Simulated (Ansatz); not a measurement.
This geometry of C₃H₈S₂ (13 atoms, charge 0, multiplicity 1) is a first-order saddle point.

All numbers below come from RKS PBE/def2-SVP (Ansatz).

```xyz
13
Properties=species:S:1:pos:R:3
C -1.526 0.519 1.360
S 0.141 1.157 0.929
C 0.463 0.384 -0.714
C 0.500 -1.140 -0.701
S 2.025 1.126 -1.336
H -2.249 1.355 1.422
H -1.492 -0.008 2.334
H -1.880 -0.195 0.592
H -0.297 0.755 -1.436
H 0.715 -1.529 -1.717
H 1.284 -1.504 -0.006
H -0.470 -1.566 -0.370
H 2.807 0.610 -0.342
```

(1) Which two structures does it join? (They come from a converged band through this point; their orientation in space is the band's.)

(2) How far does it lie above each of them?

## Answers

(1) No bond is made or broken. The dihedral H8–C1–S2–C3 goes from -56 to 68°. The two ends are copies of one structure, up to a mirror image or an exchange of like atoms.

Initial state:

```xyz
13
Properties=species:S:1:pos:R:3
C -1.628 0.654 1.105
S -0.043 1.386 0.571
C 0.466 0.240 -0.780
C 0.632 -1.212 -0.346
S 1.990 0.944 -1.524
H -2.052 1.359 1.847
H -1.504 -0.334 1.592
H -2.342 0.569 0.259
H -0.278 0.320 -1.602
H 0.969 -1.833 -1.201
H 1.381 -1.293 0.468
H -0.325 -1.632 0.027
H 2.754 0.798 -0.402
```

Final state:

```xyz
13
Properties=species:S:1:pos:R:3
C -1.437 0.403 1.440
S 0.181 1.114 0.987
C 0.432 0.440 -0.709
C 0.440 -1.083 -0.789
S 1.972 1.200 -1.359
H -2.221 0.673 0.701
H -1.707 0.859 2.413
H -1.404 -0.698 1.567
H -0.357 0.862 -1.370
H 0.627 -1.412 -1.831
H 1.233 -1.503 -0.136
H -0.532 -1.509 -0.464
H 2.794 0.620 -0.436
```

(2) 6.9 kJ/mol above the first and 6.9 kJ/mol above the second. This is the barrier of this one path; another mechanism may lie lower.

Time of the run: 51 s on 2 threads of Intel(R) Xeon(R) 6975P-C (Granite Rapids), on a shared host, peak memory 0.18 GiB.
